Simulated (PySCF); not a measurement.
Geometries of 2 isomers of C5H5F, from PBE0-D3(BJ)/def2-SVP geometry optimisation, gas phase (PySCF 2.14.0). One conformer each, no zero-point energy, no frequencies.

**Question.** Which is lower in electronic energy at this level?
A.
```xyz
11
angstrom
C      2.078    0.528   -0.022
C      0.764    0.591    0.192
C     -0.586    0.005    0.082
C     -1.371   -1.142   -0.395
C     -0.436    1.179    0.656
F     -1.010    2.190    1.244
H      2.732    1.341    0.298
H      2.523   -0.334   -0.520
H     -1.236   -1.267   -1.481
H     -2.441   -1.019   -0.181
H     -1.016   -2.069    0.083
```
B.
```xyz
11
angstrom
C      2.510    0.510    0.488
C      1.667   -0.277   -0.196
C      0.250   -0.164   -0.175
C     -0.964   -0.098   -0.181
C     -2.416    0.001   -0.173
F     -3.006   -0.965   -0.945
H      2.144    1.316    1.128
H      3.590    0.362    0.420
H      2.067   -1.077   -0.830
H     -2.791   -0.096    0.862
H     -2.725    0.992   -0.550
```

**Answer.** B. That is `C(C#CC=C)F`, 8.8 kcal/mol below the other.

| SMILES | atoms numbered as above | E (Eh) | relative (kcal/mol) | relative (kJ/mol) | dipole (D) |
| --- | --- | --- | --- | --- | --- |
| C=CC#CCF | [CH2:1]=[CH:2][C:3]#[C:4][CH2:5][F:6] | -292.73752 | 0.0 | 0.0 | 1.87 |
| C=C1C(C)=C1F | [CH2:1]=[C:2]1[C:3]([CH3:4])=[C:5]1[F:6] | -292.72344 | 8.8 | 37.0 | 2.35 |

As drawn, the lower has a C≡C bond, which the higher lacks; the higher has a three-membered ring, which the lower lacks.
